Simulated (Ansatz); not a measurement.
Input for Ansatz (a quantum-chemistry and plane-wave program): R-PBE0/def2-TZVPPD on CH5N (SMILES CN) with ghost functions. Files ending in .json are basis or fitting sets from the Basis Set Exchange.

Ansatz 0.2 input:
```yaml
crystal:
  periodic: [false, false, false]
  atoms:
    - {symbol: N, position_ang: [2.25536064, -0.81064455, -0.41918170]}
    - {symbol: H, position_ang: [2.55162964, -0.53610655, -1.34716670]}
    - {symbol: H, position_ang: [2.87891064, -1.55833455, -0.14398670]}
    - {symbol: C, position_ang: [2.41559064, 0.32456545, 0.49449330]}
    - {symbol: H, position_ang: [2.14540064, 0.00987045, 1.50014730]}
    - {symbol: H, position_ang: [3.42300064, 0.74634245, 0.53146530]}
    - {symbol: H, position_ang: [1.72305064, 1.11034145, 0.20183630]}
basis:
  gaussian:
    orbitals: def2-TZVPPD.json
    ghost_atoms:
      - {symbol: N, position_ang: [-2.08432536, 0.31715345, -0.69121770]}
      - {symbol: H, position_ang: [-1.25573036, -0.26769955, -0.74155970]}
      - {symbol: H, position_ang: [-2.74615336, -0.07250555, -1.34945370]}
      - {symbol: C, position_ang: [-2.64434336, 0.23763645, 0.65616130]}
      - {symbol: H, position_ang: [-3.53842236, 0.85548245, 0.71738130]}
      - {symbol: H, position_ang: [-2.90843036, -0.76960655, 0.99366630]}
      - {symbol: H, position_ang: [-1.92596036, 0.64491245, 1.36530130]}
hamiltonian:
  xc: {name: PBE0}
scf: {lower_state_search: off}
```

The head of its log:

```
WARN ansatz: RAYON_NUM_THREADS=2 ignored (pool sized by the plan → 2); use --threads N
Functional definition: PBE0
these checks for a lower state are left out or cut short: stability, starts, cluster_reference, orbital_swaps, neighbouring_geometries, increment
integrals: 0.20 GiB planned
1241 factors; their error is unknown
mean field: 1.89 GiB planned
mean field evaluation 1: about -2600.0406 eV, gradient 5.5e1 eV
mean field evaluation 2: about -2594.5319 eV, gradient 7.3e1 eV
```

Question: Give the final energy of this run.

Answer: -95.7811 hartree.
